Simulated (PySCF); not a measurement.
# Radiative rates from a computed spectrum

Triphosphine, P3H5.
Geometry (GFN2-xTB, Å), atoms numbered from 1 in this order:
```
atom  x, y, z in Å
P1     1.656    0.033   -0.525
P2    -0.018   -0.309    0.811
P3    -1.584   -0.169   -0.683
H4     1.590    1.420   -0.388
H5     2.590   -0.076    0.502
H6     0.073   -1.701    0.712
H7    -1.707    1.214   -0.546
H8    -2.592   -0.403    0.249
```

Method: TDDFT CAM-B3LYP/def2-SVPD, vertical, gas phase, core orbitals frozen in the response (PySCF 2.14.0, density-fitted response routines).

For one non-degenerate pair of states in vacuum, A = 0.6670 f ν̃² s⁻¹ with ν̃ in cm⁻¹, τ = 1/A, |μ|² = 3f / (2ΔE) in atomic units, and the integrated cross-section is ∫σ dE = 109.76 f Mb·eV.

The rates are for emission to S0 at the absorption energy, with no other channel.

Energies and rates of the computed singlets with f of 0.002 or more:

| state | ν̃ (cm⁻¹) | A (s⁻¹) |
| --- | --- | --- |
| S1 | 42340 | 3.35×10⁷ |
| S2 | 44360 | 1.77×10⁸ |
| S3 | 44940 | 4.11×10⁷ |
| S4 | 45620 | 4.32×10⁷ |
| S5 | 52570 | 1.13×10⁸ |
| S6 | 54320 | 9.08×10⁷ |
| S7 | 55630 | 1.63×10⁸ |
| S8 | 57530 | 2.64×10⁷ |

Problem. Which f and |μ| stand behind these rates?

Solution. f = A / (0.6670 ν̃²), and |μ| follows from f:

| state | f | \|μ\| (D) | τ | main configurations (H = HOMO, L = LUMO) |
| --- | --- | --- | --- | --- |
| S1 | 0.028 | 1.19 | 30 ns | H→L (97%) |
| S2 | 0.135 | 2.54 | 5.7 ns | H→L+1 (94%) |
| S3 | 0.031 | 1.20 | 24 ns | H→L+2 (94%) |
| S4 | 0.031 | 1.20 | 23 ns | H→L+3 (92%) |
| S5 | 0.061 | 1.57 | 8.9 ns | H→L+4 (75%), H-1→L (12%) |
| S6 | 0.046 | 1.34 | 11 ns | H-1→L (64%), H→L+6 (15%) |
| S7 | 0.079 | 1.74 | 6.1 ns | H→L+5 (64%), H-1→L+1 (29%) |
| S8 | 0.012 | 0.67 | 38 ns | H-1→L+3 (46%), H-1→L+2 (38%) |

Problem. How much energy does a mole of photons resonant with S2 carry?

Solution. 5.500 eV × 96.485 = 531 kJ/mol (127 kcal/mol).

Problem. Suppose S1 emitted 0.3 eV lower with the same transition dipole. How would A change?

Solution. At fixed |μ|, A goes as the cube of the energy: (4.95/5.25)³ = 0.84, which makes τ about 36 ns.

Problem. What is the integrated cross-section of all computed states together?

Solution. Σf = 0.422 over S1 to S8, so 109.76 × Σf ≈ 46.4 Mb·eV.

One conformer stands for the species.
